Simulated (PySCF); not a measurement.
# C4H4S: the cost of one run

Programs: PySCF 2.14.0, with density-fitted response routines of our own. Each step states its level of theory. These are calculated values for one molecule, in the gas phase or a continuum, unless marked as measured. Atoms are numbered from 0 throughout.

### Step 1. The starting structure

9 atoms, charge 0, multiplicity 1; geometry from: GFN2-xTB. The atoms were then displaced at random by about 0.01 Å, so the start is not that level's minimum.

Bonds of the start (Å): C0–C1 1.39, C1–C2 1.35, C2–S3 1.69, S3–C4 1.75, C4–C0 1.38, C0–H5 1.07, C1–H6 1.08, C2–H7 1.11, C4–H8 1.08.

### Step 2. Relaxing the molecule at PBE0-D3(BJ)/def2-TZVP

What the job is given:

```
{"job": {"xc": "PBE0", "basis": "def2-TZVP", "d3": "d3bj", "grid": 2, "shake": 0.01, "kind": "geom"}, "charge": 0, "multiplicity": 1}
C     -0.724830    -0.680140    -0.008750
C      0.661260    -0.741160    -0.015810
C      1.237250     0.481600    -0.004040
S      0.136830     1.760820     0.019140
C     -1.192710     0.619550    -0.004370
H     -1.397240    -1.507640    -0.027550
H      1.221450    -1.665450    -0.027050
H      2.317990     0.727100     0.004030
H     -2.202190     0.988170     0.030670
```

Launch:

```sh
OMP_NUM_THREADS=2 python probes_run.py task.json out
```

One launch serves the whole session: the jobs run in the order shown.

Q: Estimate the wall time and peak memory of this first job on 2 threads of AMD EPYC, shared host.

About 2.3 min, with a peak of 0.87 GiB.
